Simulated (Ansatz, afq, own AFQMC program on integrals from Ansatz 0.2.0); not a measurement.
**AlSiH₃, triplet: AFQMC among the cluster methods**

```xyz
5

Al   -1.7000    0.0000    0.0000
H    -2.4929    1.3734    0.0000
H    -2.4929   -1.3734    0.0000
H     0.2270    0.0000    0.0000
Si    1.8040    0.0000    0.0000
```

Connectivity, by distances: AlH2 ··· Si, 1 bridging H.

Basis cc-pVTZ. Noble-gas cores (and the filled d shells of Ga–Kr and In–Xe) are frozen. Ansatz 0.2.0 and our own AFQMC program on the same integrals; the CISD trial comes from CCSD amplitudes, and released means the phaseless constraint is let go. ± is one standard error of the sampling.

Determinant: UHF, the one that the program's search chose, which needn't be the lowest solution. The geometry is a point of a scan.

No full CI on the walks' own integrals is used here; CCSDT(Q) serves as the reference and is uncertain by about the last step of the cluster series.

Cautions: lower spins were not checked.

The T1 diagnostic is 0.0306. The weight of the determinant in the CISD state is 0.851 and the ⟨S²⟩ of the determinant is 2.038. The size of the correlated space is 10 electrons in 100 orbitals.

Reference: CCSDT(Q), correlation energy -5.858 eV. The released energy is read at 2.40 1/Eh (meV from the phaseless value at times in 1/Eh: 0 ± 13 at 0.24, -13 ± 4 at 0.51, -17 ± 5 at 0.99, -25 ± 6 at 1.62, -25 ± 8 at 2.40).

```json
{"level": "HF", "E − E(reference) (meV)": "5858.0", "share of correlation (%)": "0.00"}
{"level": "MP2", "E − E(reference) (meV)": "1357.4", "share of correlation (%)": "76.83"}
{"level": "CCSD", "E − E(reference) (meV)": "258.8", "share of correlation (%)": "95.58"}
{"level": "CCSD(T)", "E − E(reference) (meV)": "59.7", "share of correlation (%)": "98.98"}
{"level": "CCSDT", "E − E(reference) (meV)": "11.4", "share of correlation (%)": "99.80"}
{"level": "ph-AFQMC/HF", "E − E(reference) (meV)": "24.4 ± 26.1", "share of correlation (%)": "99.58"}
{"level": "ph-AFQMC/CISD", "E − E(reference) (meV)": "26.6 ± 6.7", "share of correlation (%)": "99.55"}
{"level": "released AFQMC", "E − E(reference) (meV)": "2.0 ± 8.5", "share of correlation (%)": "99.97"}
```

A walk keeps the symmetry of its determinant, which the program's search chose and which needn't be the lowest solution, so a lower state of the same spin and another symmetry isn't excluded. Released energies are given only where the last usable release times agree within the noise; a slower fall can still hide under it.
